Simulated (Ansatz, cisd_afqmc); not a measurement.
System: Cl₂, charge 1, doublet. Cl2+ (parent SMILES ClCl, doublet).
B3LYP-D3(BJ)/def2-TZVP minimum from Ansatz (a program for electronic structure):
```xyz
2

Cl     0.0000     0.0000    -0.9550
Cl     0.0000     0.0000     0.9550
```
Charge +1, spin multiplicity 2.

Total energies in cc-pV(T+d)Z, 13 correlated electrons, 10 frozen orbitals. Radicals and triplets start from unrestricted determinants; spin-orbit coupling is neglected. Correlated methods leave the cores frozen. No relativity. The Monte Carlo rows (phaseless AFQMC, CISD trial, step 0.005/hartree) carry one-sigma bars that omit the constraint's bias. Outlying blocks are dropped, and bars are widened where a walk drifts. Over all cases where full CI ran beside it in this data, AFQMC minus full CI had a median of +0.1 mEh and passed +0.4 mEh in a tenth of the cases.

```
method         program         energy (Eh)  minus CCSDT(Q) (mEh)
----------  ----------  ------------------  --------------------
HF              Ansatz          -918.60131                416.57
MP2             Ansatz          -918.96277                 55.10
CCSD            Ansatz          -918.99570                 22.18
CCSD(T)         Ansatz          -919.01533                  2.55
CCSDT(Q)        Ansatz          -919.01788                  0.00
AFQMC/CISD  cisd_afqmc  -919.0163 ± 0.0004             1.6 ± 0.4
```

Rough core times of Ansatz's runs on a shared machine: CCSD(T) under 20 s, CCSDT(Q) 4 min.
